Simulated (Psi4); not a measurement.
**BH2 (boron dihydride): a chain of runs**

Wanted: a geometry optimisation (U-r2SCAN-3c/def2-mTZVPP), then vibrational wavenumbers, then the energy (UMP2/def2-TZVPP) of BH2 (boron dihydride). 

Program for the calculation: Psi4 1.11.

### Step 1. The system as given

The species is BH2 (3 atoms), meant as a doublet with charge 0. As SMILES, `[BH2]`. The coordinates come from a GFN2-xTB relaxation. The run starts from this shape.

Bond lengths: B1–H2 1.159 Å, B1–H3 1.159 Å. Angles: H2–B1–H3 128.4°.

### Step 2. A geometry optimisation at U-r2SCAN-3c/def2-mTZVPP (density fitting) (run 1)

Contents of job.in:

```
memory 1600 MB

molecule m {
  0 2
  B
  H 1 R2
  H 1 R3 2 A3

  R2 = 1.159257
  R3 = 1.159303
  A3 = 128.37019
  symmetry c1
}

set globals {
  reference    uks
  geom_maxiter 60
}

e_tot = optimize('r2scan-3c')
print_variables()
```

Started as:

```bash
$ psi4 job.in job.out -n 1
```

job.out:

```text
[...]
  Running in c1 symmetry.
[...]
  Nuclear repulsion =    4.818242641923553
[...]
  Multiplicity = 2
[...]
  Nalpha       = 4
  Nbeta        = 3
[...]
    Number of basis functions: 29
[...]
   @DF-UKS iter   1:   -25.88070016008231   -3.97962e-01   7.05687e-03 DIIS/ADIIS
[...]
   @DF-UKS iter   6:   -25.91372342907178   -4.97380e-13   3.82747e-09 DIIS
[...]
   @S^2 Observed:                7.520467119E-01
[...]
  @DF-UKS Final Energy:   -25.91372342907178
   => Energetics <=
    Nuclear Repulsion Energy =              4.6998909844552834
    One-Electron Energy =                 -42.9654883837745558
    Two-Electron Energy =                  17.0583896423049097
    DFT Exchange-Correlation Energy =      -4.7080390069259881
    Empirical Dispersion Energy =           0.0015233348685714
    VV10 Nonlocal Energy =                  0.0000000000000000
    Total Energy =                        -25.9137234290717799
[...]
 Multipole Moments:
 ------------------------------------------------------------------------------------
     Multipole            Electronic (a.u.)      Nuclear  (a.u.)        Total (a.u.)
 ------------------------------------------------------------------------------------
 L = 1.  Multiply by 2.5417464519 to convert [e a0] to [Debye]
 Dipole X            :          0.6275603           -0.7971296           -0.1695694
 Dipole Y            :          0.2977076           -0.3781496           -0.0804420
 Dipole Z            :         -0.0000000            0.0000000           -0.0000000
 Magnitude           :                                                    0.1876824
[...]
  -Total Gradient:
     Atom            X                  Y                   Z
    ------   -----------------  -----------------  -----------------
       1       -0.000203842007    -0.000096787054    -0.000000000000
       2       -0.000085198880    -0.000022936977     0.000000000000
       3       -0.000071726540    -0.000051420138     0.000000000000
[...]
    Final optimized geometry and variables:
    Molecular point group: c1
    Full point group: Cs
    Geometry (in Angstrom), charge = 0, multiplicity = 2:
    B
    H             1          R2
    H             1          R3      2          A3
    A3        =  129.2416786908
    R2        =    1.1882452181
    R3        =    1.1882454058
  Variable Map:
  ----------------------------------------------------------------------------
  "CURRENT ENERGY"                        =>     -25.913723429072
[...]
```

On the terminal:

```text
Optimizer: Optimization complete!
```

Run time: 9.9 s. Hardware: 1 thread of Intel Xeon 6975P-C (Granite Rapids), shared host; peak memory 0.36 GiB.

Steps, from the record of the run:

| step | energy from the first frame kept (eV) | largest force (eV/Å) |
| --- | --- | --- |
| 0 | 0.0000 | 0.7736 |
| 1 | -0.0224 | 0.0251 |
| 2 | -0.0224 | 0.0116 |

After the run. Bond lengths: B1–H2 1.188 Å, B1–H3 1.188 Å. Angles: H2–B1–H3 129.2°.

### Step 3. Vibrational wavenumbers at U-r2SCAN-3c/def2-mTZVPP (density fitting) (run 2)

Contents of bh2.py:

```python
import psi4

psi4.set_memory('1600 MB')
psi4.set_num_threads(1)
psi4.core.set_output_file('output.dat', False)

mol = psi4.geometry("""
0 2
B      0.263613    -0.166055     0.129089
H      0.281222     1.014291     0.264738
H     -0.552503    -0.849977    -0.398293
""")

psi4.set_options(dict(reference='uks', t=600.0, rotational_symmetry_number=2))

result, w = psi4.frequency("r2scan-3c", return_wfn=True)
print(f'total energy {result:.8f} hartree = {result * 27.211386:.5f} eV')
print('wavenumbers / cm^-1:', w.frequencies().np.round(1))
```

Started as:

```bash
$ python bh2.py
```

output.dat:

```text
[...]
  Running in cs symmetry.
[...]
  Nuclear repulsion =    4.699891036182238
[...]
  Multiplicity = 2
[...]
  Nalpha       = 4
  Nbeta        = 3
[...]
    Number of basis functions: 29
[...]
   @DF-UKS iter   1:   -25.88345112747918   -4.06621e-01   8.54300e-03 ADIIS/DIIS
[...]
  Running in c1 symmetry.
[...]
   @DF-UKS iter  10:   -25.91372342904731   -1.31450e-13   1.36844e-09 DIIS
[...]
   @S^2 Observed:                7.520467119E-01
[...]
  @DF-UKS Final Energy:   -25.91372342904731
   => Energetics <=
    Nuclear Repulsion Energy =              4.6998851873782979
    One-Electron Energy =                 -42.9654773620754185
    Two-Electron Energy =                  17.0583835286810874
    DFT Exchange-Correlation Energy =      -4.7080381203947779
    Empirical Dispersion Energy =           0.0015233373635056
    VV10 Nonlocal Energy =                  0.0000000000000000
    Total Energy =                        -25.9137234290473053
[...]
 Multipole Moments:
 ------------------------------------------------------------------------------------
     Multipole            Electronic (a.u.)      Nuclear  (a.u.)        Total (a.u.)
 ------------------------------------------------------------------------------------
 L = 1.  Multiply by 2.5417464519 to convert [e a0] to [Debye]
 Dipole X            :          0.6056976           -0.7693595           -0.1636618
 Dipole Y            :         -0.3399896            0.4318558            0.0918662
 Dipole Z            :          0.0000000            0.0000000            0.0000000
 Magnitude           :                                                    0.1876821
[...]
  -Total Gradient:
     Atom            X                  Y                   Z
    ------   -----------------  -----------------  -----------------
       1       -0.000196429677     0.000110048843     0.000000000319
       2       -0.000083311413     0.000029556432     0.000000026049
       3       -0.000068455852     0.000055843975    -0.000000026367
[...]
  ==> Harmonic Vibrational Analysis <==
[...]
  Freq [cm^-1]                 985.7839           2603.1872           2767.2573
[...]
  IR activ [km/mol]            10.7055             10.6247             88.8162
[...]
  Total E_0, Enthalpy at 0 [K]                                                          -25.89924288 [Eh]
[...]
  Total H, Enthalpy at  600.00 [K]                                                      -25.89113653 [Eh]
[...]
  Total G, Gibbs energy at  600.00 [K]                                                  -25.94139878 [Eh]
[...]
```

The script printed:

```text
total energy -25.91372343 hartree = -705.14833 eV
wavenumbers / cm^-1: [ 985.8 2603.2 2767.3]
```

Run time: 32 s. Hardware: 1 thread of Intel Xeon 6975P-C (Granite Rapids), shared host; peak memory 0.36 GiB.

### Step 4. The energy at UMP2/def2-TZVPP (density fitting, density fitting for correlation) (run 3)

Contents of calc.dat:

```
memory 1600 MB

molecule geom {
  0 2
  B      0.263613    -0.166055     0.129089
  H      0.281222     1.014291     0.264738
  H     -0.552503    -0.849977    -0.398293
  units angstrom
}

set {
  basis def2-TZVPP
  reference uhf
  num_frozen_docc 1
}

e_tot, wfn = energy('mp2', return_wfn=True)
```

Started as:

```bash
$ psi4 calc.dat calc.out -n 1
```

calc.out:

```text
[...]
  Running in cs symmetry.
[...]
  Nuclear repulsion =    4.699891036182239
[...]
  Multiplicity = 2
[...]
  Nalpha       = 4
  Nbeta        = 3
[...]
    Number of basis functions: 59
[...]
   @DF-UHF iter   1:   -25.75090852303880   -6.98654e-01   2.01550e-03 ADIIS/DIIS
[...]
   @DF-UHF iter  11:   -25.76084323777878   -1.23634e-12   5.03975e-09 DIIS
[...]
   @S^2 Observed:                7.537429885E-01
[...]
    Orbital Energies [Eh]
    ---------------------
    Alpha Occupied:
       1Ap    -7.642761     2Ap    -0.699379     3Ap    -0.526217
       4Ap    -0.347866
    Alpha Virtual:
       1App    0.042998     5Ap     0.138197     6Ap     0.167657
       7Ap     0.198875     8Ap     0.249932     9Ap     0.269888
       2App    0.273292     3App    0.516811    10Ap     0.517402
       4App    0.530846    11Ap     0.553732    12Ap     0.569026
      13Ap     0.800961    14Ap     0.808901    15Ap     0.858368
      16Ap     0.889430    17Ap     1.046336    18Ap     1.066269
       5App    1.097565     6App    1.135936     7App    1.164694
[...]
  @DF-UHF Final Energy:   -25.76084323777878
   => Energetics <=
    Nuclear Repulsion Energy =              4.6998910361822386
    One-Electron Energy =                 -42.9197126237282163
    Two-Electron Energy =                  12.4589783497671984
    Total Energy =                        -25.7608432377787793
  UHF NO Occupations:
  HONO-2 :    2 Ap 1.9996451
  HONO-1 :    3 Ap 1.9984829
[...]
 Multipole Moments:
 ------------------------------------------------------------------------------------
     Multipole            Electronic (a.u.)      Nuclear  (a.u.)        Total (a.u.)
 ------------------------------------------------------------------------------------
 L = 1.  Multiply by 2.5417464519 to convert [e a0] to [Debye]
 Dipole X            :          0.6112328           -0.7693595           -0.1581267
 Dipole Y            :         -0.3430966            0.4318558            0.0887592
 Dipole Z            :          0.0000000            0.0000000            0.0000000
 Magnitude           :                                                    0.1813346
[...]
```

Run time: 1.7 s. Hardware: 1 thread of Intel Xeon 6975P-C (Granite Rapids), shared host; peak memory 0.19 GiB.

### Step 5. Results

| quantity | value |
| --- | --- |
| run 1, U-r2SCAN-3c/def2-mTZVPP: total energy at the end | -25.91372 Eh |
| run 1, U-r2SCAN-3c/def2-mTZVPP: dipole moment | 0.48 D |
| run 1, U-r2SCAN-3c/def2-mTZVPP: HOMO energy (highest over α and β) | -5.28 eV |
| run 1, U-r2SCAN-3c/def2-mTZVPP: LUMO energy (lowest over α and β) | -3.03 eV |
| run 1, U-r2SCAN-3c/def2-mTZVPP: ⟨S²⟩ | 0.752 |
| run 2, U-r2SCAN-3c/def2-mTZVPP: lowest harmonic wavenumber | 986 cm⁻¹ |
| run 2, U-r2SCAN-3c/def2-mTZVPP: highest harmonic wavenumber | 2767 cm⁻¹ |
| run 2, U-r2SCAN-3c/def2-mTZVPP: zero-point energy | 38.0 kJ/mol |
| run 2, U-r2SCAN-3c/def2-mTZVPP: ideal-gas entropy at 600 K (symmetry number 2 as used) | 52.6 cal/(mol K) |
| run 3, UMP2/def2-TZVPP: total energy | -25.84304 Eh |
| run 3, UMP2/def2-TZVPP: HOMO energy (Hartree–Fock orbitals) (highest over α and β) | -9.47 eV |
| run 3, UMP2/def2-TZVPP: LUMO energy (Hartree–Fock orbitals) (lowest over α and β) | 1.17 eV |
| run 3, UMP2/def2-TZVPP: correlation energy (1 core orbital frozen) | -82.2 mEh |
| run 3, UMP2/def2-TZVPP: ⟨S²⟩ of the reference determinant | 0.754 |

The optimisation (run 1, U-r2SCAN-3c/def2-mTZVPP) took 3 steps and changed the energy by -0.022 eV. All 3 modes (run 2, U-r2SCAN-3c/def2-mTZVPP) are real, so the shape is a minimum at this level.
